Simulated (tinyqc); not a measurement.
Worked calculation: Hueckel theory of the pi electrons, for the molecule C=CC=CC=C (SMILES; centres numbered as the heavy atoms are written). One step of it, computed by the program tinyqc.

Question. Energy, charges, bond orders. E = sum n x; q_r = z_r - P_rr; bond order p = P_rs; free valence = sqrt(3) - sum of p over the bonds of the atom.

x values: 1.801938  1.246980  0.445042  -0.445042  -1.246980  -1.801938

occupations: 2.000000  2.000000  2.000000  0.000000  0.000000  0.000000

charge and bond-order matrix P, lower triangle:
```
           1C         2C         3C        4C        5C        6C
1C   1.000000
2C   0.871119   1.000000
3C   0.000000   0.483435   1.000000
4C  -0.387685   0.000000   0.784851  1.000000
5C   0.000000  -0.086268   0.000000  0.483435  1.000000
6C   0.301417   0.000000  -0.387685  0.000000  0.871119  1.000000
```

Centres:

| centre | z_r, pi electrons of the neutral centre | h |
|---|---|---|
| 1C | 1 | 0.000000 |
| 2C | 1 | 0.000000 |
| 3C | 1 | 0.000000 |
| 4C | 1 | 0.000000 |
| 5C | 1 | 0.000000 |
| 6C | 1 | 0.000000 |

Bonds:

| i | j | k |
|---|---|---|
| 1 | 2 | 1 |
| 2 | 3 | 1 |
| 3 | 4 | 1 |
| 4 | 5 | 1 |
| 5 | 6 | 1 |

Give: pi energy = 6 alpha + this times beta; pi charges; Bond orders and lengths from R = 1.517 - 0.180 p; free valence of the carbons; gap between the highest filled and the next level.

Answer.

pi energy = 6 alpha + this times beta = 6.9879

pi charges: 1C 0.0000, 2C 0.0000, 3C 0.0000, 4C 0.0000, 5C 0.0000, 6C 0.0000

Bond orders and lengths from R = 1.517 - 0.180 p (angstrom, C-C alone):

| bond | p | R |
|---|---|---|
| 1-2 | 0.8711 | 1.3602 |
| 2-3 | 0.4834 | 1.4300 |
| 3-4 | 0.7849 | 1.3757 |
| 4-5 | 0.4834 | 1.4300 |
| 5-6 | 0.8711 | 1.3602 |

free valence of the carbons: 1C 0.8609, 2C 0.3775, 3C 0.4638, 4C 0.4638, 5C 0.3775, 6C 0.8609

gap between the highest filled and the next level = 0.8901 |beta|
